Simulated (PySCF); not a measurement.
Compound: CH3P.
InChI=1S/CH3P/c1-2/h2H,1H2

Computed, not measured: EOM-EE-CCSD/aug-cc-pVDZ in PySCF, restricted Hartree–Fock reference, frozen core, non-relativistic, gas phase, PBE0-D3(BJ)/def2-SVP geometry.

Q: Give the EOM-CCSD singlets and triplets.

A: 
```csv
state,E (eV),Eh,"main singles (HF orbitals, share of the singles part)"
singlet 1,4.85,0.1784,"HOMO-1→LUMO+1 86 %, HOMO-1→LUMO+8 10 %"
singlet 2,6.22,0.2287,HOMO→LUMO+1 83 %
singlet 3,6.71,0.2467,"HOMO→LUMO 57 %, HOMO→LUMO+4 14 %, HOMO→LUMO+11 14 %"
singlet 4,7.11,0.2612,"HOMO-1→LUMO 65 %, HOMO-1→LUMO+4 8 %"
triplet 1,3.03,0.1112,"HOMO→LUMO+1 80 %, HOMO→LUMO+8 15 %"
triplet 2,4.07,0.1495,"HOMO-1→LUMO+1 82 %, HOMO-1→LUMO+8 12 %"
```

Q: What is the vertical gap between the lowest excited singlet and the lowest triplet?

A: 4.85 − 3.03 = 1.82 eV (176 kJ/mol).

The first EOM-IP-CCSD ionisation energy is 10.26 eV, 3.15 eV above the highest singlet listed and 5.41 eV above the lowest.

T1 diagnostic 0.014. EOM-CCSD puts states of mainly double-excitation character too high. An iterative search for so few roots can pass over a low state.
